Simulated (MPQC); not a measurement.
**B2H3F (SMILES BBF): levels of theory compared**

Wanted: a comparison of 4 runs (HF/STO-3G, HF/3-21G, HF/def2-SVP, PBE0/def2-SVP) of B2H3F. 

The calculation is run with MPQC 2.3.1.

2 further runs of the same task are left out: 2 set aside as unsound or not needed.

## Step 1: The structure to begin with

B2H3F: 6 atoms, total charge 0, spin state singlet. SMILES: `BBF`. The shape is that of a GFN2-xTB optimisation.

Bond lengths: B1–B2 1.648 Å, B2–F3 1.324 Å, B1–H4 1.171 Å, B1–H5 1.171 Å, B2–H6 1.188 Å. Angles: B1–B2–F3 125.3°, B1–B2–H6 121.9°, F3–B2–H6 112.8°, B2–B1–H4 122.3°, B2–B1–H5 122.2°, H4–B1–H5 115.3°.

## Step 2: Energy and forces at HF/STO-3G (run 1)

Input file run.in:

```
molecule<Molecule>: (
    symmetry = c1
    unit = bohr
    { atoms geometry } = {
        B  [ -0.78170411   0.41882000  -1.33376870 ]
        B  [ 0.73910968  -0.38567420   1.26139219 ]
        F  [ 2.45870376   1.01240187   2.42164623 ]
        H  [ -0.05608707  -0.13303672  -3.34970963 ]
        H  [ -2.74344770   1.44089727  -1.28151777 ]
        H  [ 0.38342543  -2.35342712   2.28197658 ]
    }
)
basis<GaussianBasisSet>: (
    name = "STO-3G"
    molecule = $:molecule
    basisdir = "."
    puream = yes
)
mpqc: (
    checkpoint = no
    savestate = no
    restart = no
    do_energy = yes
    do_gradient = yes
    optimize = no
    mole<CLHF>: (
        molecule = $:molecule
        basis = $:basis
        total_charge = 0
        memory = 1000000000
        print_evals = yes
        print_npa = yes
        maxiter = 120
        value_accuracy = 1e-08
        guess_wavefunction<ExtendedHuckelWfn>: (
            molecule = $:molecule
            total_charge = 0
            multiplicity = 1
            basis<GaussianBasisSet>: (
                name = "STO-3G"
                molecule = $:molecule
            )
        )
    )
)
```

The basis set STO-3G is read from a file made from the Basis Set Exchange's data (not shown).

Started as:

```sh
$ mpqc run.in > run.out
```

The program printed:

```text
MPQC: Massively Parallel Quantum Chemistry
[...]
  CLSCF::init: total charge = 0
[...]
  nbasis = 18
[...]
  iter     1 energy = -134.0744196688 delta = 4.23070e-01
[...]
  LUMO is    12   A =   0.232043
  total scf energy = -148.5334763223
[...]
Value of the MolecularEnergy: -148.5334763223
  Gradient of the MolecularEnergy:
      1    0.0132930592
      2   -0.0025235676
      3    0.0183347215
      4   -0.0274109522
      5    0.0014619764
      6   -0.0348024592
      7    0.0158247280
      8    0.0068595044
      9    0.0147223543
     10   -0.0004536966
     11   -0.0014355294
     12   -0.0063749945
[...]
      symmetry = c1
[...]
```

Run time: 0.26 s. Hardware: 1 thread of Arm Neoverse N1, shared host.

## Step 3: Energy and gradient at HF/3-21G (run 2)

Input file job.in:

```
% B2FH3
molecule<Molecule>: (
  symmetry = c1
  unit = angstrom
  { atoms geometry } = {
    B  [ -0.413660     0.221630    -0.705800 ]
    B  [ 0.391120    -0.204090     0.667500 ]
    F  [ 1.301090     0.535740     1.281480 ]
    H  [ -0.029680    -0.070400    -1.772590 ]
    H  [ -1.451770     0.762490    -0.678150 ]
    H  [ 0.202900    -1.245380     1.207570 ]
  }
)
basis<GaussianBasisSet>: (
  name = "3-21G"
  molecule = $:molecule
  basisdir = "."
  puream = yes
)
mpqc: (
  checkpoint = no
  savestate = no
  restart = no
  do_energy = yes
  do_gradient = yes
  optimize = no
  mole<CLHF>: (
    molecule = $:molecule
    basis = $:basis
    total_charge = 0
    memory = 1000000000
    print_evals = yes
    print_npa = yes
    maxiter = 120
    value_accuracy = 1e-08
    guess_wavefunction<CLHF>: (
      molecule = $:molecule
      total_charge = 0
      memory = 1000000000
      value_accuracy = 1e-3
      basis<GaussianBasisSet>: (
        name = "MINI (Huzinaga)"
        molecule = $:molecule
      )
    )
  )
)
```

The basis set 3-21G is read from a file made from the Basis Set Exchange's data (not shown).

Started as:

```sh
$ mpqc job.in > job.out
```

The program printed:

```text
MPQC: Massively Parallel Quantum Chemistry
[...]
  LUMO is    12   A =   0.064770
  total scf energy = -149.7404018923
[...]
Value of the MolecularEnergy: -149.7404018923
  Gradient of the MolecularEnergy:
      1    0.0030726380
      2    0.0003334995
      3    0.0030053360
      4    0.0120415550
      5    0.0208822728
      6    0.0012390588
      7   -0.0246127418
      8   -0.0233547103
      9   -0.0145588913
     10   -0.0049981062
     11    0.0029286355
     12    0.0096392036
[...]
      symmetry = c1
[...]
```

Wall time 1.1 s (1 thread of Arm Neoverse N1, shared host).

Run 3 isn't shown in full; the table further down has it.

## Step 4: Energy and gradient at PBE0/def2-SVP (run 4)

Input file input.in:

```
% emacs should use -*- KeyVal -*- mode
molecule<Molecule>: (
  symmetry = c1
  unit = angstrom
  { atoms geometry } = {
    B  [ -0.413660     0.221630    -0.705800 ]
    B  [ 0.391120    -0.204090     0.667500 ]
    F  [ 1.301090     0.535740     1.281480 ]
    H  [ -0.029680    -0.070400    -1.772590 ]
    H  [ -1.451770     0.762490    -0.678150 ]
    H  [ 0.202900    -1.245380     1.207570 ]
  }
)
basis<GaussianBasisSet>: (
  name = "def2-SVP"
  molecule = $:molecule
  basisdir = "."
  puream = yes
)
mpqc: (
  checkpoint = no
  savestate = no
  restart = no
  do_energy = yes
  do_gradient = yes
  optimize = no
  mole<CLKS>: (
    molecule = $:molecule
    basis = $:basis
    total_charge = 0
    memory = 1000000000
    print_evals = yes
    print_npa = yes
    maxiter = 120
    value_accuracy = 1e-08
    functional<SumDenFunctional>: (
      a0 = 0.25
      coefs = [ 0.75 1 ]
      funcs: [ <PBEXFunctional>: () <PBECFunctional>: () ]
    )
    integrator<RadialAngularIntegrator>: ( grid = xfine )
    guess_wavefunction<CLHF>: (
      molecule = $:molecule
      total_charge = 0
      memory = 1000000000
      value_accuracy = 1e-3
      basis<GaussianBasisSet>: (
        name = "STO-3G"
        molecule = $:molecule
      )
    )
  )
)
```

The basis set def2-SVP is read from a file made from the Basis Set Exchange's data (not shown).

Started as:

```sh
$ mpqc input.in > input.out
```

The program printed:

```text
MPQC: Massively Parallel Quantum Chemistry
[...]
  Integrated electron density error = 0.003801426644
  iter     1 energy = -150.8483883058 delta = 1.17813e-01
  Integrated electron density error = -0.000451984703
  iter     2 energy = -150.9144744507 delta = 4.41342e-02
[...]
  Integrated electron density error = -0.000000066057
  iter    11 energy = -151.0449607334 delta = 9.92542e-08
  Integrated electron density error = -0.000000066057
  iter    12 energy = -151.0449607334 delta = 2.71018e-08
  Integrated electron density error = -0.000000066056
  iter    13 energy = -151.0449607334 delta = 2.83306e-08
[...]
  LUMO is    12   A =  -0.077504
  total scf energy = -151.0449607334
[...]
  Integrated electron density error = -0.000000068333
  Total Gradient:
[...]
Value of the MolecularEnergy: -151.0449607334
  Gradient of the MolecularEnergy:
      1   -0.0035379019
      2    0.0002288419
      3   -0.0054008228
      4   -0.0088493337
      5   -0.0045979017
      6   -0.0067243114
      7   -0.0040410544
      8   -0.0070241116
      9   -0.0003009280
     10   -0.0073773525
     11    0.0053953373
     12    0.0179251565
[...]
        symmetry = c1
[...]
```

Run time: 45 s. Hardware: 1 thread of Arm Neoverse N1, shared host.

## Step 5: Overview of the runs

```csv
run,level,starting guess,integration grid,energy (Eh),HOMO energy (eV),LUMO energy (eV),HOMO–LUMO gap (eV),wall time
1,HF/STO-3G,huckel STO-3G,–,-148.533476,-9.74,6.31,16.05,0.26 s
2,HF/3-21G,MINI (Huzinaga),–,-149.740402,-11.89,1.76,13.65,1.1 s
3,HF/def2-SVP,STO-3G,–,-150.438392,-11.96,1.63,13.60,5.7 s
4,PBE0/def2-SVP,STO-3G,xfine,-151.044961,-8.29,-2.11,6.18,45 s
```

## Step 6: What came out

```
                       quantity          value
            run 4: total energy  -151.04496 Eh
             run 4: HOMO energy       -8.29 eV
             run 4: LUMO energy       -2.11 eV
           run 4: HOMO–LUMO gap        6.18 eV
run 4: largest force on an atom     1.035 eV/Å
```

In words: The HOMO–LUMO gap runs from 6.18 eV (PBE0/def2-SVP) to 16.05 eV (HF/STO-3G). The two ends differ in method and basis. In run 1 the basis is minimal, so the values are rough. All runs together took 52 s, the longest 45 s.
